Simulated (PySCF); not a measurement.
Start geometry of `PP(F)F` (PF2PH2) from GFN2-xTB (Å):
```
atom  x, y, z in Å
F1    -1.5210   -0.9900   -0.8642
P2    -0.8126    0.4147   -0.4720
F3    -1.6951    0.6239    0.8719
P4     0.9754   -0.4224    0.4867
H5     1.4520    0.8710    0.7151
H6     1.6043   -0.4953   -0.7591
```

What comes out of this run: PySCF 2.14.0, PBE0-D3(BJ)/def2-SVP geometry optimisation, gas phase?

```
atom  x, y, z in Å
F1    -1.4033   -0.9752   -1.0798
P2    -0.8648    0.4215   -0.4751
F3    -1.7645    0.4807    0.8639
P4     0.9580   -0.4279    0.5065
H5     1.3962    0.8808    0.8881
H6     1.6830   -0.3771   -0.7268
```

The energy falls by 0.070 eV over 8 energy and gradient evaluations, the largest force component goes from 0.0204 to 1.5e-04 Eh/bohr, and the atoms move by 0.041 Å rms after alignment. The bond that changes most is P2–P4 (both ends three-coordinate phosphorus), which lengthens by 0.043 Å. Bonds longer at the end by more than 0.005 Å: 3 of 5; shorter: 2. Among the angles that change most is F1–P2–F3, from 94.3° to 99.0°. Rotational constants go from 6905, 3340, 2666 to 6636, 3347, 2609 MHz. The orientation of the end geometry is arbitrary; only internal coordinates are fixed.

The run used 74 basis functions and 51 SCF cycles in all. Hardware: one thread of an Arm Neoverse V1, shared host with 32 logical CPUs at a one-minute load of 16. Cost: 12 s wall, 0.32 GiB resident at most.

No frequency check. One conformer, not necessarily the lowest.
